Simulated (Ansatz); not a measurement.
**AlH3NO (SMILES [NH2][Al][OH]): a chain of runs**

Aim: a point of an energy scan (UPBEsol/LANL2DZ), then a point of an energy scan (UPBEsol/LANL2DZ), then a point of an energy scan (UPBEsol/LANL2DZ), then a point of an energy scan (UPBEsol/LANL2DZ), then a point of an energy scan (UPBEsol/LANL2DZ) of AlH3NO. 

The calculation is run with Ansatz 0.2.0.

### 1 Starting point

AlH3NO has 6 atoms, charge 0, and is taken as a doublet. As SMILES, `[NH2][Al][OH]`. Geometry: relaxed at PBE0-D4/def2-TZVP.

Bond lengths: N1–Al2 1.769 Å, Al2–O3 1.705 Å, N1–H4 1.009 Å, N1–H5 1.006 Å, O3–H6 0.956 Å. Angles: N1–Al2–O3 116.1°, Al2–N1–H4 124.1°, Al2–N1–H5 125.0°, Al2–O3–H6 122.8°, H4–N1–H5 110.9°.

### 2 A point of an energy scan at UPBEsol/LANL2DZ (core potential, held atoms (2, 1), held distance 1.5921 angstrom) (run 1)

run.yaml

```yaml
crystal:
  periodic: [false, false, false]
  atoms:
    - {symbol: "N", position_ang: [-0.923900, 0.240200, -0.760800]}
    - {symbol: Al, position_ang: [0.595200, 0.601300, 0.070700]}
    - {symbol: O, position_ang: [1.194100, -0.618500, 1.101200]}
    - {symbol: H, position_ang: [-1.434300, -0.623600, -0.657200]}
    - {symbol: H, position_ang: [-1.394700, 0.861600, -1.396800]}
    - {symbol: H, position_ang: [2.005700, -0.525100, 1.596800]}
basis:
  gaussian:
    orbitals: LANL2DZ.json
magnetization:
  spin_polarized: true
  initial_magnetization: 1
hamiltonian:
  xc: pbesol
relax:
  max_steps: 60
  constraints: [{distance: [1, 0], at: 1.5921}]
```

The basis set LANL2DZ is read from a file made from the Basis Set Exchange's data (not shown).

Started as:

```console
$ ansatz run run.yaml --threads 1 --pin off --max-ram 2610MiB --events-out events.jsonl --progress --plain --runs-dir runs
```

Log:

```text
Warning: RAYON_NUM_THREADS=1 ignored (pool sized by the plan → 1); use --threads N
The last accepted step is kept in runs//last_step.txt (removed where the run ends without a failure and the disk answers)
[... 64 lines left out ...]
Total energy: -3623.56554221 eV, -133.1635775352 hartree
[... 6 lines left out ...]
Dipole moment:    -0.073489     0.078370    -0.089154 e Å
```

It took 11 s on 1 thread of AMD EPYC 7R13 (Zen 3), shared host; peak memory 0.15 GiB.

### 3 A point of an energy scan at UPBEsol/LANL2DZ (core potential, held atoms (2, 1), held distance 1.769 angstrom) (run 2)

input.yaml

```yaml
crystal:
  periodic: [false, false, false]
  atoms:
    - {symbol: N, position_ang: [-0.858631, 0.262686, -0.728623]}
    - {symbol: Al, position_ang: [0.508498, 0.682227, -0.028817]}
    - {symbol: O, position_ang: [1.187373, -0.512695, 1.041572]}
    - {symbol: H, position_ang: [-1.326070, -0.640484, -0.575894]}
    - {symbol: H, position_ang: [-1.411039, 0.819945, -1.386408]}
    - {symbol: H, position_ang: [1.941969, -0.675780, 1.632070]}
basis:
  gaussian: {orbitals: LANL2DZ.json}
magnetization: {spin_polarized: true, initial_magnetization: 1}
hamiltonian: {xc: {name: PBEsol}}
relax: {max_steps: 60, constraints: [{distance: [1, 0], at: 1.769}]}
```

The basis set LANL2DZ is read from a file made from the Basis Set Exchange's data (not shown).

Started as:

```console
$ ansatz run input.yaml --threads 1 --pin off --max-ram 2610MiB --events-out events.jsonl --progress --plain --runs-dir runs
```

Log, cut to the lines that bear on the results:

```text
Warning: RAYON_NUM_THREADS=1 ignored (pool sized by the plan → 1); use --threads N
[... 1 set-up line as earlier in the session ...]
[... 64 lines left out ...]
Total energy: -3624.26230670 eV, -133.1891831582 hartree
[... 6 lines left out ...]
Dipole moment:     0.035799     0.103957    -0.029609 e Å
```

Wall time 12 s (1 thread of AMD EPYC 7R13 (Zen 3), shared host); peak memory 0.14 GiB.

### 4 A point of an energy scan at UPBEsol/LANL2DZ (core potential, held atoms (2, 1), held distance 2.0344 angstrom) (run 3)

job.yaml

```yaml
crystal:
  periodic: [false, false, false]
  atoms:
    - symbol: N
      position_ang: [-0.930846, 0.249023, -0.770017]
    - symbol: Al
      position_ang: [0.588504, 0.706158, 0.012265]
    - symbol: O
      position_ang: [1.245106, -0.502701, 1.075607]
    - symbol: H
      position_ang: [-1.392151, -0.654751, -0.612954]
    - symbol: H
      position_ang: [-1.454327, 0.837570, -1.424359]
    - symbol: H
      position_ang: [1.985814, -0.699401, 1.673357]
basis:
  gaussian: {orbitals: LANL2DZ.json}
magnetization: {spin_polarized: true, initial_magnetization: 1}
hamiltonian: {xc: {name: PBEsol}}
total_charge: 0
relax: {max_steps: 60, constraints: [{distance: [1, 0], at: 2.0344}]}
```

The basis set LANL2DZ is read from a file made from the Basis Set Exchange's data (not shown).

Started as:

```console
$ ansatz run job.yaml --threads 1 --pin off --max-ram 2610MiB --events-out events.jsonl --progress --plain --runs-dir runs
```

Log, cut to the lines that bear on the results:

```text
Warning: RAYON_NUM_THREADS=1 ignored (pool sized by the plan → 1); use --threads N
[... 1 set-up line as earlier in the session ...]
[... 71 lines left out ...]
Total energy: -3623.88752578 eV, -133.1754102132 hartree
[... 6 lines left out ...]
Dipole moment:     0.178505     0.111703     0.062000 e Å
```

It took 12 s on 1 thread of AMD EPYC 7R13 (Zen 3), shared host; peak memory 0.15 GiB.

### 5 A point of an energy scan at UPBEsol/LANL2DZ (core potential, held atoms (2, 1), held distance 2.2997 angstrom) (run 4)

run.yaml

```yaml
crystal:
  periodic: [false, false, false]
  atoms:
    - {symbol: "N", position_ang: [-1.040275, 0.233193, -0.835366]}
    - {symbol: Al, position_ang: [0.706945, 0.739099, 0.075712]}
    - {symbol: O, position_ang: [1.346325, -0.475148, 1.129447]}
    - {symbol: H, position_ang: [-1.493327, -0.672136, -0.672851]}
    - {symbol: H, position_ang: [-1.527787, 0.857784, -1.483566]}
    - {symbol: H, position_ang: [2.050219, -0.746893, 1.740524]}
basis:
  gaussian:
    orbitals: LANL2DZ.json
magnetization:
  spin_polarized: true
  initial_magnetization: 1
hamiltonian:
  xc: {name: PBEsol}
relax:
  max_steps: 60
  constraints: [{distance: [1, 0], at: 2.2997}]
```

The basis set LANL2DZ is read from a file made from the Basis Set Exchange's data (not shown).

Started as:

```console
$ ansatz run run.yaml --threads 1 --pin off --max-ram 2610MiB --events-out events.jsonl --progress --plain --runs-dir runs
```

Log, cut to the lines that bear on the results:

```text
Warning: RAYON_NUM_THREADS=1 ignored (pool sized by the plan → 1); use --threads N
[... 1 set-up line as earlier in the session ...]
[... 158 lines left out ...]
Total energy: -3623.14977503 eV, -133.1482983731 hartree
[... 6 lines left out ...]
Dipole moment:    -0.060753     0.025487     0.216035 e Å
```

It took 28 s on 1 thread of AMD EPYC 7R13 (Zen 3), shared host; peak memory 0.15 GiB.

### 6 A point of an energy scan at UPBEsol/LANL2DZ (core potential, held atoms (2, 1), held distance 2.6535 angstrom) (run 5)

job.yaml

```yaml
crystal:
  periodic: [false, false, false]
  atoms:
    - {symbol: "N", position_ang: [-0.983740, 0.022945, -1.077695]}
    - {symbol: Al, position_ang: [0.634209, 0.894559, 0.304749]}
    - {symbol: O, position_ang: [1.513685, -0.255364, 1.216649]}
    - {symbol: H, position_ang: [-1.663678, -0.540401, -0.524091]}
    - {symbol: H, position_ang: [-1.487754, 0.800114, -1.552656]}
    - {symbol: H, position_ang: [2.029378, -0.985955, 1.586944]}
basis:
  gaussian:
    orbitals: LANL2DZ.json
hamiltonian:
  xc: pbesol
magnetization:
  spin_polarized: true
  initial_magnetization: 1
relax:
  max_steps: 60
  constraints: [{distance: [1, 0], at: 2.6535}]
```

The basis set LANL2DZ is read from a file made from the Basis Set Exchange's data (not shown).

Started as:

```console
$ ansatz run job.yaml --threads 1 --pin off --max-ram 2610MiB --events-out events.jsonl --progress --plain --runs-dir runs
```

Log, cut to the lines that bear on the results:

```text
Warning: RAYON_NUM_THREADS=1 ignored (pool sized by the plan → 1); use --threads N
[... 1 set-up line as earlier in the session ...]
[... 187 lines left out ...]
Total energy: -3622.45604931 eV, -133.1228044234 hartree
[... 6 lines left out ...]
Dipole moment:    -0.030864     0.120186     0.045070 e Å
```

Run time: 33 s. Hardware: 1 thread of AMD EPYC 7R13 (Zen 3), shared host; peak memory 0.15 GiB.

### 7 Outcome

| quantity | value |
| --- | --- |
| run 1, UPBEsol/LANL2DZ: total energy | -133.16358 Eh |
| run 1, UPBEsol/LANL2DZ: dipole moment | 0.67 D |
| run 1, UPBEsol/LANL2DZ: ⟨S²⟩ | 0.752 |
| run 2, UPBEsol/LANL2DZ: total energy | -133.18918 Eh |
| run 2, UPBEsol/LANL2DZ: dipole moment | 0.55 D |
| run 2, UPBEsol/LANL2DZ: ⟨S²⟩ | 0.753 |
| run 3, UPBEsol/LANL2DZ: total energy | -133.17541 Eh |
| run 3, UPBEsol/LANL2DZ: dipole moment | 1.05 D |
| run 4, UPBEsol/LANL2DZ: total energy | -133.14830 Eh |
| run 4, UPBEsol/LANL2DZ: dipole moment | 1.08 D |
| run 4, UPBEsol/LANL2DZ: ⟨S²⟩ | 0.756 |
| run 5, UPBEsol/LANL2DZ: total energy | -133.12280 Eh |
| run 5, UPBEsol/LANL2DZ: dipole moment | 0.63 D |
| run 5, UPBEsol/LANL2DZ: ⟨S²⟩ | 0.758 |
